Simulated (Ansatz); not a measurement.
`[SiH3][SiH2]Cl` → SiH₄ + `[SiH]Cl` at 400 K and 1 bar (silylene formation by 1,1-elimination).

Isolated molecules relaxed with PBE0-D4/def2-TZVP in Ansatz; ΔE leaves out vibrations. CBS: MP2 limit from def2 TZ/QZ plus the TZ coupled-cluster correction, frozen cores. This one scheme is used for every species.

| species | CCSD(T)/CBS energy (Eh) | H − E (kJ/mol) | S (J/(mol·K)) |
| --- | --- | --- | --- |
| `[SiH3][SiH2]Cl` | -1040.97629 | 141.5 | 352.3 |
| SiH₄ | -291.46306 | 96.9 | 218.6 |
| `[SiH]Cl` | -749.43948 | 35.1 | 263.9 |

H − E and S are ideal-gas, rigid-rotor, harmonic terms from PBE0-D4/def2-TZVP. 1 Eh = 2625.50 kJ/mol, R = 8.31446 J/(mol·K).

Question: By hand: ΔE, ΔH, ΔS and ΔG.

Answer: ΔE = (-291.46306) + (-749.43948) − (-1040.97629) = 0.07375 Eh = 193.6 kJ/mol. Δ(H − E) = 96.9 + 35.1 − 141.5 = -9.5, so ΔH = 184.1 kJ/mol. ΔS = 218.6 + 263.9 − 352.3 = 130.2 J/(mol·K). ΔG = 184.1 − 400 × (130.2)/1000 = 132.0 kJ/mol.

Question: By hand: the equilibrium constant, and the temperature at which ΔG would vanish if ΔH and ΔS stayed fixed.

Answer: log₁₀ K = −ΔG/(RT ln 10) = -17.2. ΔG = 0 at ΔH/ΔS = 1414 K.

The number of gas molecules changes by +1, which sets the sign of ΔS. A doubt of 5 kJ/mol in ΔE shifts log₁₀ K by 0.7 here. These are equilibria of isolated gas molecules and say nothing of rates. Largest T1 diagnostic: 0.013 (customary marks: 0.02 for closed shells, 0.045 for open ones).
